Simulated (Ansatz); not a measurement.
## Ansatz (development build ahead of 0.2.0) run

```yaml
crystal:
  periodic: [false, false, false]
  atoms:
    - { symbol: H, position_ang: [0.0, 0.0, -0.02282] }
    - { symbol: O, position_ang: [1.09635, 0.03891, 0.03012] }
    - { symbol: O, position_ang: [-1.09635, -0.03891, 0.03012] }
    - { symbol: H, position_ang: [1.47692, 0.73821, 0.43363] }
    - { symbol: H, position_ang: [-1.47692, -0.73821, 0.43363] }
    - { symbol: H, position_ang: [1.59622, -0.21658, -0.66318] }
    - { symbol: H, position_ang: [-1.59622, 0.21658, -0.66318] }
basis:
  gaussian: { orbitals: def2-TZVP }
total_charge: 1
hamiltonian:
  xc: hf
correlation:
  method: mp2
  frozen_orbitals: { H: 0, O: 1 }
```

The input is written out in the form of the current development build from the run's settings.

The run gave:

```json
{
 "Converged": "yes",
 "Reference energy": "-152.42198 hartree",
 "Correlation energy": "-0.49882 hartree",
 "Total energy": "-152.92080 hartree",
 "Spin squared of the determinant": "0.000"
}
```

Caution: no unrestricted run beside it, a lower state can exist.
